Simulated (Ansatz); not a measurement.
in.yaml

```yaml
crystal:
  periodic: [false, false, false]
  atoms:
    - {symbol: F, position_ang: [-0.022230, -0.247215, 1.576086]}
    - {symbol: C, position_ang: [-0.023063, 0.524658, 0.532506]}
    - {symbol: Si, position_ang: [0.024901, -0.057141, -1.293866]}
basis:
  gaussian: {orbitals: "6-31G*"}
magnetization: {spin_polarized: false, initial_magnetization: 4}
correlation: {method: ccsd_t, electrons: outside_noble_gas}
```

```sh
$ ansatz run in.yaml --threads 1 --pin off --events-out ev --progress --plain --max-ram 2393MiB
```

(1) What does the program do with this input?

Results:

(1) Refused. The input was made wrong on purpose (multiplicity of wrong parity), so the run isn't a sound calculation of what was asked.
```
Error: a molecule whose nuclei and cores have a total charge of 29 cannot have a net charge of 0 together with 4 unpaired electrons
```
